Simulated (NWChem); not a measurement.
# C5H6 (pent-3-en-1-yne) at 5 levels

We compute a comparison of 5 runs (HF/def2-SVP, PBE0/def2-SVP, PBE/6-311+G**, TPSS/6-311+G**, MP2/pcseg-1) of C5H6 (pent-3-en-1-yne). 

Program for the calculation: NWChem 7.3.0.

## (1) The structure to begin with

C5H6 has 11 atoms, charge 0, and is taken as a singlet. SMILES: `C#C/C=C/C`. The shape is that of a PBE0-D4/def2-TZVP optimisation.

Bond lengths: C1–C2 1.204 Å, C2–C3 1.417 Å, C3–C4 1.335 Å, C4–C5 1.485 Å, C1–H6 1.064 Å, C3–H7 1.088 Å, C4–H8 1.087 Å, C5–H9 1.091 Å, C5–H10 1.095 Å, C5–H11 1.095 Å. Some angles: C1–C2–C3 178.4°, C2–C3–C4 124.1°, C3–C4–C5 124.4°, C2–C1–H6 179.5°, C2–C3–H7 116.4°, C4–C3–H7 119.5°, C3–C4–H8 118.4°, C5–C4–H8 117.2°, C4–C5–H9 111.7°, C4–C5–H10 110.9°.

## (2) Energy and forces at HF/def2-SVP (run 1)

Input file m1.nw:

```
start m1
title "C5H6"
memory stack 880 mb heap 220 mb global 1100 mb

geometry noautosym nocenter noautoz
  C     -1.516600     1.700600     2.003600
  C     -0.739100     1.143700     1.272900
  C      0.204200     0.511000     0.426200
  C     -0.092900    -0.483100    -0.413900
  C      0.889700    -1.151100    -1.304600
  H     -2.210500     2.187700     2.646400
  H      1.227200     0.877200     0.483800
  H     -1.121000    -0.834000    -0.456000
  H      1.889700    -0.729500    -1.189400
  H      0.593600    -1.055200    -2.354300
  H      0.941200    -2.224300    -1.094000
end

basis spherical bse
  * library def2-SVP
end

scf
  thresh 1e-08
  maxiter 80
  noprint "final vectors analysis"
end

task scf gradient
```

The run is started by

```
$ nwchem m1.nw > m1.out
```

The program printed:

```text
[...]
  functions       =   100
[...]
  wavefunction    = RHF
[...]
         Total SCF energy =   -192.608446564683
      One-electron energy =   -532.954724474810
      Two-electron energy =    201.601140017956
 Nuclear repulsion energy =    138.745137892171
        Time for solution =     10.0s
[...]
                         RHF ENERGY GRADIENTS
    atom               coordinates                        gradient
                 x          y          z           x          y          z
   1 C      -2.865958   3.213668   3.786255   -0.014547   0.010846   0.014074
   2 C      -1.396696   2.161280   2.405432    0.026672  -0.019145  -0.025116
   3 C       0.385882   0.965650   0.805401   -0.012359   0.013483   0.015916
   4 C      -0.175556  -0.912927  -0.782158    0.003622  -0.009131  -0.009441
   5 C       1.681289  -2.175264  -2.465337   -0.005032   0.005189   0.006185
   6 H      -4.177239   4.134154   5.000971    0.000439  -0.000421  -0.000515
   7 H       2.319072   1.657668   0.914249    0.002095   0.000451  -0.000160
   8 H      -2.118383  -1.576031  -0.861715   -0.001302  -0.000191   0.000175
   9 H       3.571015  -1.378555  -2.247640    0.000909   0.000666   0.000359
  10 H       1.121741  -1.994039  -4.448982   -0.000366  -0.000460  -0.001183
  11 H       1.778610  -4.203318  -2.067360   -0.000131  -0.001288  -0.000293
[...]
```

Wall time 13 s (1 thread of Intel Xeon Platinum 8488C (Sapphire Rapids), shared host); peak memory 0.1 GiB.

## (3) Energy and gradient at PBE0/def2-SVP (run 2)

Input file run.py:

```python
from ase import Atoms
from ase.calculators.nwchem import NWChem

system = Atoms(['C', 'C', 'C', 'C', 'C', 'H', 'H', 'H', 'H', 'H', 'H'], positions=[
    [-1.516600, 1.700600, 2.003600],
    [-0.739100, 1.143700, 1.272900],
    [0.204200, 0.511000, 0.426200],
    [-0.092900, -0.483100, -0.413900],
    [0.889700, -1.151100, -1.304600],
    [-2.210500, 2.187700, 2.646400],
    [1.227200, 0.877200, 0.483800],
    [-1.121000, -0.834000, -0.456000],
    [1.889700, -0.729500, -1.189400],
    [0.593600, -1.055200, -2.354300],
    [0.941200, -2.224300, -1.094000],
])

calc = NWChem(
    label='geom',
    theory='dft',
    memory='2200 mb',
    basis='def2-SVP',
    basispar='spherical bse',
    dft={'xc': 'pbe0', 'mult': '1', 'grid': 'fine', 'convergence': 'energy 1e-08', 'iterations': '100', 'mulliken': None},
)
system.calc = calc

forces = system.get_forces()
print("Total energy (eV):", round(system.get_potential_energy(), 6))
print("forces (eV/A):")
for s, f in zip(system.symbols, forces):
    print(f"{s:2s} {f[0]:10.5f} {f[1]:10.5f} {f[2]:10.5f}")
print("dipole (e A):", system.get_dipole_moment().round(4))
```

The run is started by

```
$ export ASE_NWCHEM_COMMAND="nwchem PREFIX.nwi > PREFIX.nwo"
$ python run.py
```

The program printed:

```text
Total energy (eV): -5270.006325
forces (eV/A):
C    -0.51571    0.36469    0.48008
C     0.59855   -0.39034   -0.52646
C    -0.06793    0.18877    0.19360
C     0.15668   -0.26246   -0.28776
C    -0.13483    0.07461    0.10716
H    -0.27063    0.19129    0.25207
H     0.32041    0.11061    0.01430
H    -0.31223   -0.10773   -0.01363
H     0.27166    0.09837    0.01666
H    -0.06675    0.01234   -0.27573
H     0.02072   -0.28010    0.03965
dipole (e A): [ 0.0785 -0.1473 -0.1583]
```

The calculator wrote geom.nwi:

```
title "geom"

permanent_dir geom

scratch_dir geom

start geom

geometry units angstrom nocenter noautosym noautoz
  C  -1.5165999999999999e+00 1.7005999999999999e+00 2.0036000000000000e+00
  C  -7.3909999999999998e-01 1.1436999999999999e+00 1.2728999999999999e+00
  C  2.0419999999999999e-01 5.1100000000000001e-01 4.2620000000000002e-01
  C  -9.2899999999999996e-02 -4.8309999999999997e-01 -4.1389999999999999e-01
  C  8.8970000000000005e-01 -1.1511000000000000e+00 -1.3046000000000000e+00
  H  -2.2105000000000001e+00 2.1877000000000000e+00 2.6463999999999999e+00
  H  1.2272000000000001e+00 8.7719999999999998e-01 4.8380000000000001e-01
  H  -1.1210000000000000e+00 -8.3399999999999996e-01 -4.5600000000000002e-01
  H  1.8896999999999999e+00 -7.2950000000000004e-01 -1.1894000000000000e+00
  H  5.9360000000000002e-01 -1.0551999999999999e+00 -2.3542999999999998e+00
  H  9.4120000000000004e-01 -2.2242999999999999e+00 -1.0940000000000001e+00
end

memory 2200 mb

basis spherical bse noprint
   * library def2-SVP
end

dft
  xc pbe0
  mult 1
  grid fine
  convergence energy 1e-08
  iterations 100
  mulliken
end

task dft gradient
```

geom.nwo:

```text
Northwest Computational Chemistry Package (NWChem) 7.3.0
             --------------------------------------------------------

           Job information
           ---------------

    nwchem branch   = 7.3.0
    use scalapack   = T
    input           = geom.nwi
    prefix          = geom.
    data base       = geom/geom.db
    status          = startup
    nproc           =        1

           Memory information
           ------------------

[... 5 lines left out ...]
    hardfail = no
[... 104 lines left out ...]
  convergence criterion.
[... 40 lines left out ...]
          Spatial weights used:  Erf1
[... 32 lines left out ...]
 1-e energy   =    -528.868013
[... 67 lines left out ...]
           Coulomb energy =      230.228138092774
[... 776 lines left out ...]
          Convergence on density requested:  1.00D-05
[... 26 lines left out ...]
          total energy or number of iterations.
[... 36 lines left out ...]
                 ----------------------------------------
                 |  Time  |  1-e(secs)   |  2-e(secs)   |
                 ----------------------------------------
                 |  CPU   |       0.01   |       1.58   |
                 ----------------------------------------
                 |  WALL  |       0.01   |       1.58   |
                 ----------------------------------------

 Task  times  cpu:       21.8s     wall:       21.8s
 Total times  cpu:       21.9s     wall:       21.9s
```

It took 23 s on 1 thread of Intel Xeon Platinum 8488C (Sapphire Rapids), shared host; peak memory 0.12 GiB.

Runs 3 to 4 aren't shown in full; the table further down has their settings and results.

## (4) Energy and gradient at MP2/pcseg-1 (run 5)

Edit run.py of step 3 so:

```diff
@@ -18,8 +18,9 @@
 calc = NWChem(
-    label='geom',
-    theory='dft',
+    label='c5h6',
+    theory='mp2',
     memory='2200 mb',
-    basis='def2-SVP',
+    basis='pcseg-1',
     basispar='spherical bse',
-    dft={'xc': 'pbe0', 'mult': '1', 'grid': 'fine', 'convergence': 'energy 1e-08', 'iterations': '100', 'mulliken': None},
+    scf={'nopen': '0', 'rhf': None, 'thresh': '1e-08', 'maxiter': '80'},
+    mp2={'freeze': 'core 5', 'tight': None},
 )
@@ -32,2 +33 @@
     print(f"{s:2s} {f[0]:10.5f} {f[1]:10.5f} {f[2]:10.5f}")
-print("dipole (e A):", system.get_dipole_moment().round(4))
```

The run is started by

```
$ export ASE_NWCHEM_COMMAND="nwchem PREFIX.nwi > PREFIX.nwo"
$ python run.py
```

The program printed:

```text
Total energy (eV): -5261.500237
forces (eV/A):
C    -1.25994    0.90693    1.18806
C     0.97414   -0.74757   -0.96128
C     0.49705    0.26853    0.11179
C    -0.23793   -0.36469   -0.27372
C     0.09570   -0.17494   -0.18795
H    -0.12382    0.08382    0.11195
H     0.09266    0.01327   -0.01316
H    -0.12403   -0.03697    0.00015
H     0.05965    0.03065    0.01239
H     0.00540    0.03600   -0.02165
H     0.02113   -0.01496    0.03342
```

The calculator wrote c5h6.nwi:

```
title "c5h6"

permanent_dir c5h6

scratch_dir c5h6

start c5h6

geometry units angstrom nocenter noautosym noautoz
  C  -1.5165999999999999e+00 1.7005999999999999e+00 2.0036000000000000e+00
  C  -7.3909999999999998e-01 1.1436999999999999e+00 1.2728999999999999e+00
  C  2.0419999999999999e-01 5.1100000000000001e-01 4.2620000000000002e-01
  C  -9.2899999999999996e-02 -4.8309999999999997e-01 -4.1389999999999999e-01
  C  8.8970000000000005e-01 -1.1511000000000000e+00 -1.3046000000000000e+00
  H  -2.2105000000000001e+00 2.1877000000000000e+00 2.6463999999999999e+00
  H  1.2272000000000001e+00 8.7719999999999998e-01 4.8380000000000001e-01
  H  -1.1210000000000000e+00 -8.3399999999999996e-01 -4.5600000000000002e-01
  H  1.8896999999999999e+00 -7.2950000000000004e-01 -1.1894000000000000e+00
  H  5.9360000000000002e-01 -1.0551999999999999e+00 -2.3542999999999998e+00
  H  9.4120000000000004e-01 -2.2242999999999999e+00 -1.0940000000000001e+00
end

memory 2200 mb

basis spherical bse noprint
   * library pcseg-1
end

scf
  nopen 0
  rhf
  thresh 1e-08
  maxiter 80
end
mp2
  freeze core 5
  tight
end

task mp2 gradient
```

c5h6.nwo:

```text
Northwest Computational Chemistry Package (NWChem) 7.3.0
             --------------------------------------------------------

           Job information
           ---------------

    nwchem branch   = 7.3.0
    use scalapack   = T
    input           = c5h6.nwi
    prefix          = c5h6.
    data base       = c5h6/c5h6.db
    status          = startup
    nproc           =        1

           Memory information
           ------------------

[... 5 lines left out ...]
    hardfail = no
[... 135 lines left out ...]
 Convergence threshold     :          1.000E-08
[... 16 lines left out ...]
      One-electron energy =   -533.037375549207
[... 38 lines left out ...]
                       ROHF Final Molecular Orbital Analysis
[... 432 lines left out ...]
  MP2 natural orbitals output to c5h6/c5h6.mp2nos
[... 11 lines left out ...]
                 ----------------------------------------
                 |  Time  |  1-e(secs)   |  2-e(secs)   |
                 ----------------------------------------
                 |  CPU   |       0.01   |       1.85   |
                 ----------------------------------------
                 |  WALL  |       0.01   |       1.85   |
                 ----------------------------------------
 -----------------------
 Task  times  cpu:       29.8s     wall:       29.8s
 Total times  cpu:       29.9s     wall:       29.9s
```

Wall time 31 s (1 thread of Intel Xeon Platinum 8488C (Sapphire Rapids), shared host); peak memory 0.36 GiB.

## (5) All runs side by side

```
run           level  iteration cap  module  energy (Eh)  dipole moment (D)  largest force (eV/Å)  wall time
  1     HF/def2-SVP             80     scf  -192.608447               1.13                 2.126       13 s
  2   PBE0/def2-SVP            100     dft  -193.669162               1.10                 0.888       23 s
  3   PBE/6-311+G**            100     dft  -193.838830               1.18                 1.293       64 s
  4  TPSS/6-311+G**            100     dft  -194.141456               1.14                 1.023       77 s
  5     MP2/pcseg-1             80     mp2  -193.356569               0.84                 1.955       31 s
```

## (6) What came out

| quantity | value |
| --- | --- |
| run 5: total energy | -193.35657 Eh |
| run 5: dipole moment (of the density that the program reports) | 0.84 D |
| run 5: HOMO energy (Hartree–Fock orbitals) | -9.07 eV |
| run 5: LUMO energy (Hartree–Fock orbitals) | 3.13 eV |
| run 5: HOMO–LUMO gap (Hartree–Fock orbitals) | 12.19 eV |
| run 5: correlation energy (5 core orbitals frozen) | -658.8 mEh |
| run 5: largest force on an atom | 1.955 eV/Å |

The dipole moment (its size) runs from 0.84 D (MP2/pcseg-1) to 1.18 D (PBE/6-311+G**). The two ends differ in method and basis. Over runs 2, 3, 4 the HOMO–LUMO gap runs from 4.15 eV (PBE/6-311+G**) to 6.22 eV (PBE0/def2-SVP). Totals of different functionals can't be ranked against each other. All runs together took 3.5 min, the longest 77 s.
